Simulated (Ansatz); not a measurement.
Molecule: C2HO (charge -1, singlet). It need not be the lowest isomer of its formula. Whether it binds its extra electron was not tested at this geometry. 
Coordinates optimised at B3LYP-D3(BJ)/def2-TZVP (Ansatz, a quantum-chemistry and plane-wave program):
SMILES: [CH-]=C=O
```xyz
4

C     -0.0312    -0.0638    -1.2579
C      0.0043    -0.0234    -0.0030
H      0.0717    -0.7629    -2.0591
O      0.0113     0.1608     1.2030
```
Charge -1, spin multiplicity 1.

Basis-set convergence of Hartree-Fock and MP2 correlation energies (hartree) with Ansatz. Valence correlation only, unless marked. No spin-orbit coupling. No relativistic terms. This anion needs diffuse functions, which these sets lack.

```tsv
basis	functions	E(HF)	E(corr, MP2)
cc-pVDZ	-	-151.11709	-0.44493
cc-pVTZ	104	-151.16920	-0.55482
cc-pVQZ	195	…	…
```

**Question.** Fill in the missing entries.

**Answer.** 
- cc-pVQZ, E(HF): -151.18376
- cc-pVQZ, E(corr, MP2): -0.59545
